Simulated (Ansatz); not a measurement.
# AlH2O2 (SMILES [OH][Al][OH]): methods side by side

AlH2O2 has 5 atoms, charge 0, and is taken as a doublet. SMILES: `[OH][Al][OH]`. The coordinates come from a PBE0-D4/def2-TZVP relaxation. This is one conformer, not always the lowest.

```xyz
5

O    -1.5735   -0.3246   -0.2375
Al    0.0185   -0.8251    0.0650
O     1.2494    0.3483    0.1600
H    -1.8097    0.5958   -0.3592
H     2.1651    0.1318    0.3304
```

Each level gives the energy change with the O3–H5 bond stretched from 0.956 to 1.434 Å (eV). The values are calculated.

```
           level                    kind  program  value (eV)  less FCI/STO-3G  CPU time (all runs)
   USVWN5/STO-3G                     LDA   Ansatz        1.93            +0.12                2.4 s
 U-revPBE/STO-3G                     GGA   Ansatz        1.72            -0.09                4.2 s
 U-r2SCAN/STO-3G                meta-GGA   Ansatz        2.04            +0.23                 11 s
U-r2SCAN0/STO-3G         hybrid meta-GGA   Ansatz        2.37            +0.56                 12 s
    UPBE0/STO-3G           global hybrid   Ansatz        2.21            +0.40                4.5 s
U-wB97M-V/STO-3G  range-separated hybrid   Ansatz        2.21            +0.40                 63 s
  RPA@PBE/STO-3G                     RPA   Ansatz        1.73            -0.08                5.8 s
     UMP2/STO-3G     perturbation theory   Ansatz        2.76            +0.95               0.52 s
   UCCSDT/STO-3G   coupled cluster or CI   Ansatz        1.82            +0.01                3.3 s
      FCI/STO-3G      exact in the basis   Ansatz        1.81             0.00              2.6 min
```

FCI/STO-3G is exact within its basis and frozen core, so for wave-function methods in that basis the difference is their error; functionals converge differently with the basis, so for them it is only a difference. The first shape isn't each level's own minimum. The values span 1.72 to 2.76 eV. Spin contamination of the reference (⟨S²⟩ at least 0.1 too high) touches UMP2/STO-3G, UCCSDT/STO-3G. All rows use very small basis sets, so none should be taken for the real molecule's value. Times are those of the runs behind each value, whatever else they computed, on shared processors of several kinds: orders of magnitude only.
